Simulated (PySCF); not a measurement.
BeH, SMILES [BeH+], charge +1. Heavy atoms are numbered as in [BeH+:1]. Hydrogens are named by the atom that carries them.

The structure is a stationary point at r2SCAN-D4/def2-TZVPD. The spin state was assumed, not searched.

Computed with PBE/def2-TZVPD run with PySCF.

Mulliken values depend strongly on the basis, most of all with diffuse functions as here. ESP charges are fitted to the potential on shells at 1.4 to 2.0 van der Waals radii. Atomic charges (e), one atom of each kind:

| atom | Mulliken | ESP fit |
|---|---|---|
| Be1 (BeH) | 0.55 | 1.30 |
| H on Be1 | 0.45 | -0.30 |
